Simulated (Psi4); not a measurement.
# C3H4F2 (SMILES F/C=C\CF): PBE/6-31G(d) (spherical functions)

Aim: the vertical singlet–triplet gap of C3H4F2 at PBE/6-31G* (spherical functions), from 2 runs. The job is set up through a Python script.

The calculation is run with Psi4 1.11.

3 further runs of the same task are left out: 3 set aside as unsound or not needed.

### 1 The structure to begin with

C3H4F2: 9 atoms, total charge 0, spin state singlet. SMILES: `F/C=C\CF`. Geometry: relaxed at PBE0-D4/def2-TZVP. This is one conformer, not always the lowest.

Bond lengths: F1–C2 1.336 Å, C2–C3 1.320 Å, C3–C4 1.485 Å, C4–F5 1.387 Å, C2–H6 1.084 Å, C3–H7 1.084 Å, C4–H8 1.095 Å, C4–H9 1.091 Å. Some angles: F1–C2–C3 122.6°, C2–C3–C4 124.9°, C3–C4–F5 109.9°, F1–C2–H6 112.2°, C3–C2–H6 125.2°, C2–C3–H7 117.2°, C4–C3–H7 117.9°, C3–C4–H8 111.0°, C3–C4–H9 111.5°, F5–C4–H8 107.0°.

### 2 Energy and forces at PBE/6-31G(d) (spherical functions)

Contents of c3h4f2.py:

```python
import psi4

psi4.set_memory(2200000000)
psi4.set_num_threads(1)
psi4.set_output_file('output.dat', False)

mol = psi4.geometry("""
0 1
F     -1.771300     0.696200    -0.764200
C     -0.756800    -0.083800    -1.148800
C      0.269900    -0.355400    -0.364300
C      0.439500     0.155200     1.019400
F      1.656600     0.811400     1.133700
H     -0.888900    -0.458700    -2.156900
H      1.042400    -1.001300    -0.765600
H      0.449800    -0.666700     1.742700
H     -0.352600     0.856800     1.286900
units angstrom
symmetry c1
no_reorient
no_com
""")

psi4.set_options({
    'basis': '6-31G*',
    'puream': True,
    'e_convergence': 1e-09,
    'd_convergence': 1e-08,
    'scf_type': 'pk',
    'dft_radial_points': 99,
    'dft_spherical_points': 590,
})

result, w = psi4.gradient("PBE", return_wfn=True)
psi4.oeprop(w, "QUADRUPOLE", "MULLIKEN_CHARGES", "MAYER_INDICES")
print('gradient / Eh bohr^-1')
print(result.np.round(6))
print(f'energy = {w.energy():.10f} Eh')
```

Launch:

```console
python c3h4f2.py
```

output.dat:

```text
[...]
  Running in c1 symmetry.
[...]
  Nuclear repulsion =  168.442552110584870
[...]
  Multiplicity = 1
[...]
  Nalpha       = 20
  Nbeta        = 20
[...]
    Number of basis functions: 78
[...]
   @RKS iter   1:  -315.75455162422082   -1.43849e-01   8.83249e-03 DIIS/ADIIS
[...]
   @RKS iter  12:  -316.00854629930268   -1.76215e-11   8.81081e-09 DIIS
[...]
    Orbital Energies [Eh]
    ---------------------
    Doubly Occupied:
       1A    -24.284254     2A    -24.233479     3A     -9.973527
       4A     -9.958867     5A     -9.895098     6A     -1.125272
       7A     -1.069265     8A     -0.722937     9A     -0.622649
      10A     -0.529776    11A     -0.477450    12A     -0.450778
      13A     -0.426721    14A     -0.405079    15A     -0.396123
      16A     -0.366227    17A     -0.321305    18A     -0.274863
      19A     -0.271333    20A     -0.225489
[...]
  @RKS Final Energy:  -316.00854629930268
   => Energetics <=
    Nuclear Repulsion Energy =            168.4425521105848702
    One-Electron Energy =                -769.4441615418462561
    Two-Electron Energy =                 323.3680266603256541
    DFT Exchange-Correlation Energy =     -38.3749635283669761
    Empirical Dispersion Energy =           0.0000000000000000
    VV10 Nonlocal Energy =                  0.0000000000000000
    Total Energy =                       -316.0085462993026795
[...]
  -Total Gradient:
     Atom            X                  Y                   Z
    ------   -----------------  -----------------  -----------------
       1        0.012019299870    -0.008557556562    -0.003743472840
       2        0.006318971162    -0.000149965931     0.009114386951
       3       -0.010658606342     0.004563747759    -0.007703786058
       4       -0.000973832098    -0.000182445337     0.000875260525
       5       -0.011330982098    -0.005740074950    -0.001042533190
       6        0.000838013786     0.002881336646     0.007867310733
       7       -0.005800894384     0.004354179078     0.001852729615
       8        0.001801034540     0.006532264734    -0.005536976043
       9        0.007768211967    -0.003703375591    -0.001670159771
[...]
 Multipole Moments:
 ------------------------------------------------------------------------------------
     Multipole            Electronic (a.u.)      Nuclear  (a.u.)        Total (a.u.)
 ------------------------------------------------------------------------------------
 L = 1.  Multiply by 2.5417464519 to convert [e a0] to [Debye]
 Dipole X            :          1.7467792           -2.0144480           -0.2676689
 Dipole Y            :        -20.5601680           20.0207034           -0.5394646
 Dipole Z            :         -1.1639872            0.8889272           -0.2750601
 Magnitude           :                                                    0.6620624
 L = 2.  Multiply by 1.3450342976 to convert [e a0^2] to [Debye ang]
 Quadrupole XX       :       -237.9735009          214.8793557          -23.0941451
 Quadrupole XY       :         -0.9533145           -0.0888614           -1.0421759
[...]
  Mulliken Charges: (a.u.)
   Center  Symbol    Alpha    Beta     Spin     Total
       1     F     4.62343  4.62343  0.00000 -0.24686
       2     C     2.92756  2.92756  0.00000  0.14488
       3     C     3.10099  3.10099  0.00000 -0.20198
       4     C     3.00301  3.00301  0.00000 -0.00602
       5     F     4.65370  4.65370  0.00000 -0.30740
       6     H     0.42577  0.42577  0.00000  0.14845
       7     H     0.41844  0.41844  0.00000  0.16313
       8     H     0.42520  0.42520  0.00000  0.14959
       9     H     0.42189  0.42189  0.00000  0.15622
   Total alpha = 20.00000, Total beta = 20.00000, Total charge =  0.00000
[...]
```

The script printed:

```text
gradient / Eh bohr^-1
[[ 0.012019 -0.008558 -0.003743]
 [ 0.006319 -0.00015   0.009114]
 [-0.010659  0.004564 -0.007704]
 [-0.000974 -0.000182  0.000875]
 [-0.011331 -0.00574  -0.001043]
 [ 0.000838  0.002881  0.007867]
 [-0.005801  0.004354  0.001853]
 [ 0.001801  0.006532 -0.005537]
 [ 0.007768 -0.003703 -0.00167 ]]
energy = -316.0085462993 Eh
```

Wall time 24 s (1 thread of AMD EPYC 7R43 (Zen 3), shared host); peak memory 1.2 GiB.

### 3 The triplet

Contents of c3h4f2.py:

```python
import psi4

psi4.set_memory('2200 MB')
psi4.set_num_threads(1)
psi4.set_output_file('psi4.out', False)

molecule = psi4.geometry("""
0 3
F     -1.771300     0.696200    -0.764200
C     -0.756800    -0.083800    -1.148800
C      0.269900    -0.355400    -0.364300
C      0.439500     0.155200     1.019400
F      1.656600     0.811400     1.133700
H     -0.888900    -0.458700    -2.156900
H      1.042400    -1.001300    -0.765600
H      0.449800    -0.666700     1.742700
H     -0.352600     0.856800     1.286900
symmetry c1
no_reorient
no_com
""")

options = {'reference': 'uks', 'puream': True, 'e_convergence': 1e-09, 'd_convergence': 1e-08, 'scf_type': 'pk', 'dft_radial_points': 99, 'dft_spherical_points': 590, 'maxiter': 100}
psi4.set_options(options)

e_tot, wfn = psi4.gradient('pbe/6-31G*', return_wfn=True)
psi4.oeprop(wfn, 'MULLIKEN_CHARGES', 'QUADRUPOLE', 'WIBERG_LOWDIN_INDICES', title='PBE')
print('gradient / Eh bohr^-1')
print(e_tot.np.round(6))
print(f'energy = {wfn.energy():.10f} Eh')
```

Launch:

```console
python c3h4f2.py
```

psi4.out, cut to the lines that bear on the results:

```text
[...]
  Running in c1 symmetry.
[...]
  Nuclear repulsion =  168.442552110584870
[...]
  Multiplicity = 3
[...]
  Nalpha       = 21
  Nbeta        = 19
[...]
    Number of basis functions: 78
[...]
   @UKS iter   1:  -315.53246103466410    7.82418e-02   9.47816e-03 ADIIS/DIIS
[...]
   @UKS iter  14:  -315.84127417978817   -5.00222e-12   9.85692e-09 DIIS
[...]
   @S^2 Observed:                2.005221438E+00
[...]
  @UKS Final Energy:  -315.84127417978817
   => Energetics <=
    Nuclear Repulsion Energy =            168.4425521105848702
    One-Electron Energy =                -769.1833413522244882
    Two-Electron Energy =                 323.3213816222437345
    DFT Exchange-Correlation Energy =     -38.4218665603922673
    Empirical Dispersion Energy =           0.0000000000000000
    VV10 Nonlocal Energy =                  0.0000000000000000
    Total Energy =                       -315.8412741797881722
[...]
  -Total Gradient:
     Atom            X                  Y                   Z
    ------   -----------------  -----------------  -----------------
       1        0.009994764924    -0.013169007453    -0.014786446988
       2        0.141795226965    -0.023333078861     0.139113438593
       3       -0.140874862953     0.029408127296    -0.129869188338
       4        0.006800182680     0.009337307002     0.018616110843
       5       -0.021371995732    -0.010731735265    -0.005404964445
       6        0.001407530670     0.001458171015     0.005154157470
       7       -0.006362372781     0.003464876607    -0.000355496382
       8        0.000007230271     0.006986862291    -0.010163138057
       9        0.008586976938    -0.003421486997    -0.002290301684
[...]
 Multipole Moments:
 ------------------------------------------------------------------------------------
[...]
```

Standard output:

```text
gradient / Eh bohr^-1
[[ 9.99500e-03 -1.31690e-02 -1.47860e-02]
 [ 1.41795e-01 -2.33330e-02  1.39113e-01]
 [-1.40875e-01  2.94080e-02 -1.29869e-01]
 [ 6.80000e-03  9.33700e-03  1.86160e-02]
 [-2.13720e-02 -1.07320e-02 -5.40500e-03]
 [ 1.40800e-03  1.45800e-03  5.15400e-03]
 [-6.36200e-03  3.46500e-03 -3.55000e-04]
 [ 7.00000e-06  6.98700e-03 -1.01630e-02]
 [ 8.58700e-03 -3.42100e-03 -2.29000e-03]]
energy = -315.8412741798 Eh
```

It took 47 s on 1 thread of AMD EPYC 7R43 (Zen 3), shared host; peak memory 1.2 GiB.

### 4 What came out

Level: PBE/6-31G* (spherical functions).

```
                                        quantity          value
                           singlet: total energy  -316.00855 Eh
                          singlet: dipole moment         1.68 D
                            singlet: HOMO energy       -6.14 eV
                            singlet: LUMO energy       -0.59 eV
                          singlet: HOMO–LUMO gap        5.55 eV
               singlet: largest force on an atom     0.783 eV/Å
                           triplet: total energy  -315.84127 Eh
                          triplet: dipole moment         1.57 D
     triplet: HOMO energy (highest over α and β)       -1.63 eV
                                   triplet: ⟨S²⟩          2.005
               triplet: largest force on an atom    10.285 eV/Å
vertical energy of the triplet above the singlet       4.552 eV
```

In words: At this shape the triplet lies 4.55 eV (439 kJ/mol) above the singlet. The largest force (singlet) is 0.78 eV/Å: the shape isn't a stationary point for this species at this level. Mulliken charges (triplet) run from -0.30 on F5 to +0.17 on H7; they depend strongly on the basis.
